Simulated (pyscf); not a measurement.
Structures and frequencies: ωB97X-D3(BJ)/def2-SVP in PySCF. Correlated levels are frozen-core, on RHF or UHF. ΔMP2 is the change of the MP2 total energy from the triple- to the quadruple-zeta basis.

Problem. For the elementary gas-phase step H₂C=CH–BH–NH₂ → HB=NH + ethylene (H₂C=CH₂) (singlet surface; B–C, H–N broken, C–H formed), what barrier and reaction energy does CCSD(T)/def2-TZVPP + ΔMP2(QZVPP) give, measured from the reactant's lowest minimum found?

Solution. ΔE‡ = 368.3 kJ/mol, ΔE = +155.7 kJ/mol. Zero-point energy shifts the barrier by -17.8 kJ/mol. It is an elimination, with an imaginary mode of 1440i cm⁻¹. On the reactant side the descent ends in a point that may be a rotor saddle (no frequency run), 6.9 kJ/mol over the lowest minimum found and 371.5 kJ/mol under the saddle at ωB97X-D3(BJ)/def2-TZVP. At the saddle there is also a short B–H contact that neither side keeps. At ωB97X-D3(BJ)/def2-TZVP the barrier from the zero used here is 378.5 kJ/mol. This is the saddle that the search found; another between the same sides may lie lower. The CCSD(T) − MP2 part came from Ansatz, without density fitting, on the same reference.
